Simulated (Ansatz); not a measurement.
Two shapes of singlet CH2.

Shape 1:

```xyz
3

C     0.0429    0.0231   -0.1909
H    -0.0360    0.8966    0.5370
H     0.0445   -0.8464    0.5222
```

Shape 2:

```xyz
3

C     0.0000    0.0000   -0.1940
H     0.0000    0.9308    0.5820
H     0.0000   -0.9308    0.5820
```

Basis set: def2-TZVP (spherical functions). Frozen core: 1 orbital. Charge 0, multiplicity 1.

Computed with Ansatz (development build ahead of 0.2.0); each method stands on the lowest determinant of its kind that the runs found.

(1) Which shape is lower in energy, and by how much in each method?

## Answers

(1)

```
 method  E(2) − E(1) (eV)
    RHF             0.314
RHF-MP2             0.260
```

Shape 1 is lower. Caution: in another basis set an unrestricted determinant lies well below; another spin multiplicity may lie lower.
